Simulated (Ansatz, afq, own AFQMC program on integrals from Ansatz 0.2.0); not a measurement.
Integrals from Ansatz 0.2.0, then the random walk in our own AFQMC program (afq).

```yaml
crystal:
  periodic: [false, false, false]
  atoms:
    - {symbol: B, position_ang: [0.000000, -0.138799, 1.515922]}
    - {symbol: Al, position_ang: [0.000000, 0.096806, -0.547327]}
    - {symbol: H, position_ang: [0.000000, -1.102664, -1.608146]}
basis:
  gaussian: {orbitals: cc-pVQZ}
magnetization: {spin_polarized: false, initial_magnetization: 1}
correlation: {method: ccsd_t, electrons: outside_noble_gas, hamiltonian_folder: ham}
```

```sh
$ ansatz run in.yaml --threads 1 --pin off --events-out ev --progress --plain --max-ram 16896MiB --backend cuda --devices 0, --max-vram 18GiB
```

afq runs on the folder ham with

```
--method phaseless --trial hf --walkers 200 --populations 10 --least-time 40 --time-step 0.005 --steps-per-block 20 --equilibration-blocks 112 --max-blocks 4000 --target-error 0.0008 --factor-cut 1e-05 --start spin_pure --seed 3041 --taylor-order 6
```

Times are imaginary, in 1/Eh. The walk had a cap of 90 s. With eight or more populations the least sampling time is a fifth of least-time, and the error comes from their spread.

Output of the walk:

```
orbitals 138  electrons 4 3  factors 867 of 867
reference energy -266.99535317 Eh
CCSD correlation -0.18637617 Eh in 23 cycles, weight of the determinant in the CISD state 0.7978
energy of the start -266.995353 Eh
 block  time / (1/Eh)  mean weight  energy / Eh
     1     0.100  1.0001  -267.025613
     2     0.200  1.0005  -267.047866
     3     0.300  1.0002  -267.064736
     4     0.400  1.0000  -267.075418
     5     0.500  1.0005  -267.089514
    10     1.000  0.9998  -267.127126
   196    19.600  0.9998  -267.168586
   391    39.100  1.0002  -267.182604
   586    58.600  0.9988  -267.180767
   781    78.100  0.9999  -267.185455
   820    82.000  1.0007  -267.211390
   976    97.600  1.0011  -267.192940
  1171   117.100  1.0000  -267.187733
  1366   136.600  1.0008  -267.177793
  1405   140.500  0.9992  -267.166078
  1561   156.100  0.9999  -267.171245
error from the spread of 10 populations
energy -267.180209 +/- 0.000795 Eh
(rows thinned)
```

The run passed its tests (sampling time, drift between the halves within three errors, error under three times the target), which doesn't prove that it has relaxed, ending at its cap on processor time.

Against this walk (error 21.6 meV) on the same determinant: CCSD(T) 364.7 meV lower, a separate phaseless walk with a CISD trial and standard settings 330.3 ± 23.8 meV lower. The error is statistical and leaves out the bias of the constraint. None of these is a sure reference here.

Cautions: constraint bias not in the error; higher spins were not checked; a spin-contaminated unrestricted determinant lies lower (UHF 1.23 eV lower, ⟨S²⟩ 1.68); the search met a lower determinant of the same kind, perhaps of another symmetry (177 meV lower), and this one is a saddle point; strong correlation (T1 0.057, weight of the determinant 0.80, largest double 0.19); (T) is large, 6 % of the CCSD correlation; so few walkers bias the energy.

The walk took 90 s on 1 × NVIDIA H100 80GB HBM3 with 2 threads of AMD EPYC 7R13 Processor (Zen 3), with other jobs on the host (the card was shared). The log's last line is the phaseless energy.

A walk keeps the symmetry of its determinant, which the program's search chose and which needn't be the lowest solution, so a lower state of the same spin and another symmetry isn't excluded.
